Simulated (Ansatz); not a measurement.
`[SiH3]SS`, relaxed with RKS PBE0-D4/def2-TZVP in Ansatz from a PBE-D4/def2-SVP geometry. The force threshold is 0.005 eV/Å; the program also tests the step.

The species carries charge 0 and has multiplicity 1.

Start:

```xyz
7

Si   -0.679   -0.612   -0.471
S    -0.309    1.480   -0.019
S     1.098    1.174    1.534
H    -1.204   -1.345    0.730
H     0.583   -1.271   -0.955
H    -1.709   -0.610   -1.570
H     2.220    1.184    0.751
```

```csv
step,energy (eV),largest force (eV/Å),largest move (Å)
1,-29604.2233,0.903,0.000
2,-29604.2660,0.288,0.057
3,-29604.2683,0.095,0.028
4,-29604.2695,0.027,0.029
5,-29604.2696,0.006,0.004
6,-29604.2696,0.007,0.006
7 (rejected),-29604.2695,0.009,0.006
8,-29604.2696,0.001,0.002
```

End:

```xyz
7

Si   -0.665   -0.599   -0.469
S    -0.304    1.464   -0.016
S     1.064    1.158    1.500
H    -1.165   -1.309    0.733
H     0.585   -1.240   -0.948
H    -1.691   -0.609   -1.545
H     2.178    1.136    0.745
```

Run time 21 s (2 threads of an Arm Neoverse V1 on a shared host); peak host memory 0.29 GiB.
